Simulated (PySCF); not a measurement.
Estimate the missing entries of this data sheet.

Compound: C₅H₅ (charge -1).
SMILES: `c1cc[cH-]c1`

| property | level | value |
| --- | --- | --- |
| point group of the GFN2-xTB geometry | GFN2-xTB | D5h |
| rotational constants A, B, C of the GFN2-xTB geometry | GFN2-xTB | ? |
| HOMO energy | PBE0/pcSseg-1 | 0.25 eV |
| LUMO energy | PBE0/pcSseg-1 | ? |
| 13C chemical shifts (computed TMS as zero) by class | GIAO PBE0/pcSseg-1 | ? |
| 1H chemical shifts (computed TMS as zero) by class | GIAO PBE0/pcSseg-1 | 5.46 (5 H) ppm |
| largest of the computed one-bond spin–spin couplings (means over like bonds) | B3LYP/pcJ-1, spin–dipole term left out | ? |

Electronic properties: PySCF, gas phase, density fitting. The HOMO energy is positive, so at this level the finite basis confines the outermost electrons. No diffuse functions stand in pcJ-1 and pcSseg-1, which bears on an anion's orbital energies.

Task: Give the rotational constants A, B, C of the GFN2-xTB geometry.

Result: 9.160, 9.159, 4.580 GHz.

Task: Give the LUMO energy.

Result: 6.53 eV.

Task: What are the largest of the computed one-bond spin–spin couplings (means over like bonds)?

Result: 13C–1H +151.6 (×5), 13C–13C +67.4 (×5) Hz.

Task: What are the 13C chemical shifts (computed TMS as zero) by class?

Result: 100.5 (5 C) ppm.

The rotational constants are those of an oblate symmetric top; the small spread among constants that symmetry makes equal is optimisation noise. With B = h/(8π²I), that is 505.379 GHz u Å² over I, the principal moments of inertia are 55.2, 55.2 and 110.3 u Å² (most abundant isotopes).

For the NMR shielding job (PBE0/pcSseg-1), time: 5.9 s wall. Hardware: an Arm Neoverse V1 with one thread, on a shared host.
